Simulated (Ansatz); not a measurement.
**C₂H₇N (singlet): wave-function methods side by side, STO-3G**

The task here is to estimate one member of a computed series from the others.

The runs use Ansatz 0.2.0, Gaussian basis; STO-3G, core rule «outside noble gas», up to 3 orbitals frozen.

Plan: UHF; CCSD(T) on RHF; BCCD(T) on RHF; CISD; CCSDT(Q) on RHF; CISDTQ; CCSDTQ on RHF; CASSCF and MRCISD+Q, 8 electrons in 8 orbitals; CASSCF and NEVPT2, 8 electrons in 8 orbitals.

14 further runs of the same task are left out: 1 that didn't finish, 13 set aside as unsound or not needed.

**What is computed**

The geometry is an MP2(full)/6-31G* stationary point (not a proven minimum).

10 atoms, charge 0, spin multiplicity 1.

Atoms are counted from 1 here; the program's logs count them from 0.

Bond lengths: C1–N2 1.456 Å, C1–H4 1.103 Å, C1–H5 1.092 Å, C1–H6 1.094 Å, N2–C3 1.456 Å, N2–H7 1.018 Å, C3–H8 1.103 Å, C3–H9 1.092 Å, C3–H10 1.094 Å. Angles: N2–C1–H4 114.1°, N2–C1–H5 109.5°, N2–C1–H6 108.9°, H4–C1–H5 108.5°, H4–C1–H6 107.7°, H5–C1–H6 107.9°, C1–N2–C3 111.7°, C1–N2–H7 108.8°, C3–N2–H7 108.8°, N2–C3–H8 114.1°, N2–C3–H9 109.5°, N2–C3–H10 108.9°, H8–C3–H9 108.5°, H8–C3–H10 107.7°, H9–C3–H10 107.9°.

Set-up of the first run:

in.yaml

```yaml
crystal:
  periodic: [false, false, false]
  atoms:
    - {symbol: C, position_ang: [-0.016003, -0.256609, 1.204880]}
    - {symbol: N, position_ang: [-0.016003, 0.560563, 0.000000]}
    - {symbol: C, position_ang: [-0.016003, -0.256609, -1.204880]}
    - {symbol: H, position_ang: [0.803028, -0.994649, 1.248506]}
    - {symbol: H, position_ang: [0.051125, 0.389275, 2.083405]}
    - {symbol: H, position_ang: [-0.960693, -0.804894, 1.261750]}
    - {symbol: H, position_ang: [0.816830, 1.146313, 0.000000]}
    - {symbol: H, position_ang: [0.803028, -0.994649, -1.248506]}
    - {symbol: H, position_ang: [0.051125, 0.389275, -2.083405]}
    - {symbol: H, position_ang: [-0.960693, -0.804894, -1.261750]}
basis:
  gaussian: {orbitals: STO-3G}
magnetization: {spin_polarized: true, initial_magnetization: 0}
hamiltonian: {xc: hf}
output: {orbitals: {seedname: orbitals}}
```

The run is started by

```sh
$ ansatz run in.yaml --threads 1 --pin off --events-out ev --progress --plain --max-ram 2560MiB --backend cpu
```

Among the steps run: UHF; CCSD(T) on RHF; BCCD(T) on RHF; CISD; CCSDT(Q) on RHF; CISDTQ; CCSDTQ on RHF; CASSCF and MRCISD+Q, 8 electrons in 8 orbitals; CASSCF and NEVPT2, 8 electrons in 8 orbitals.

One table of the session follows, with a row left open; its other results are not shown here.

It belongs to the step «Misses and costs». 

```
           method  from RCCSDTQ (meV)
              RHF             +5507.6
             RMP2             +1429.2
             CISD              +472.0
            RCCSD               +46.0
         RCCSD(T)               +13.1
          BCCD(T)               +13.4
           RCCSDT                +4.6
           CISDTQ               +23.2
        RCCSDT(Q)                +0.7
          RCCSDTQ                   0
  CASSCF frontier             +3536.7
  NEVPT2 frontier                   ?
  MRCISD frontier              +202.1
MRCISD+Q frontier                -9.3
```

Q: Estimate the row for NEVPT2 frontier from the others.

**Answer.** from RCCSDTQ (meV): +962.5. In the column «from RCCSDTQ (meV)» it lies between CISD (+472.0) and RMP2 (+1429.2).
